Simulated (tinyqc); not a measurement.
CIS on RHF in the sto-6g basis, for H2O, spin multiplicity 1, step by step (part 2 of 2). Computed by tinyqc, a small Python program that keeps every step (integrals from PySCF). Command: `OMP_NUM_THREADS=1 python tinyqc.py 23921 23922 out.jsonl` (the two numbers bound the seeds that draw the settings). One thread of a shared host (Intel(R) Xeon(R) Processor @ 2.60GHz), about 0.1 s of CPU time with the checks.

Geometry (angstrom):

| atom | x | y | z |
|---|---|---|---|
| O | 0.0000 | 0.0000 | 0.0000 |
| H | 0.0000 | 0.7570 | 0.6750 |
| H | 0.0000 | -0.7570 | 0.6750 |

## CIS triplet states

CIS matrix A, triplet (hartree):
```
         1>6      1>7      2>6      2>7      3>6      3>7      4>6      4>7
1>6  20.2564   0.0000   0.0077   0.0000   0.0000  -0.0084  -0.0201   0.0000
1>7   0.0000  20.3231   0.0000   0.0084  -0.0084   0.0000   0.0000  -0.0041
2>6   0.0077   0.0000   1.1959   0.0000   0.0000  -0.0908  -0.0520   0.0000
2>7   0.0000   0.0084   0.0000   1.2874  -0.0908   0.0000   0.0000   0.0124
3>6   0.0000  -0.0084   0.0000  -0.0908   0.5649   0.0000   0.0000  -0.0537
3>7  -0.0084   0.0000  -0.0908   0.0000   0.0000   0.6241  -0.0537   0.0000
4>6  -0.0201   0.0000  -0.0520   0.0000   0.0000  -0.0537   0.4700   0.0000
4>7   0.0000  -0.0041   0.0000   0.0124  -0.0537   0.0000   0.0000   0.5248
5>6   0.0000   0.0000   0.0000   0.0000   0.0000   0.0000   0.0000   0.0000
5>7   0.0000   0.0000   0.0000   0.0000   0.0000   0.0000   0.0000   0.0000

        5>6     5>7
1>6  0.0000  0.0000
1>7  0.0000  0.0000
2>6  0.0000  0.0000
2>7  0.0000  0.0000
3>6  0.0000  0.0000
3>7  0.0000  0.0000
4>6  0.0000  0.0000
4>7  0.0000  0.0000
5>6  0.3612  0.0000
5>7  0.0000  0.4328
```

Diagonalise A (1 hartree = 27.211386 eV); each vector has its largest component positive (the first on a tie).

triplet excitation energies (eV): 9.8300  11.7781  12.1081  13.2028  16.1304  17.2109  32.9930  35.3508  551.2044  553.0197

lowest vectors:
```
     state 1  state 2  state 3  state 4  state 5  state 6
1>6   0.0000   0.0000   0.0010   0.0000   0.0000   0.0000
1>7   0.0000   0.0000   0.0000   0.0004   0.0002   0.0000
2>6   0.0000   0.0000   0.1053   0.0000   0.0000   0.1182
2>7   0.0000   0.0000   0.0000   0.0556   0.1140   0.0000
3>6   0.0000   0.0000   0.0000   0.6006   0.7898   0.0000
3>7   0.0000   0.0000   0.3342   0.0000   0.0000   0.9310
4>6   0.0000   0.0000   0.9366   0.0000   0.0000  -0.3454
4>7   0.0000   0.0000   0.0000   0.7976  -0.6027   0.0000
5>6   1.0000   0.0000   0.0000   0.0000   0.0000   0.0000
5>7   0.0000   1.0000   0.0000   0.0000   0.0000   0.0000
```
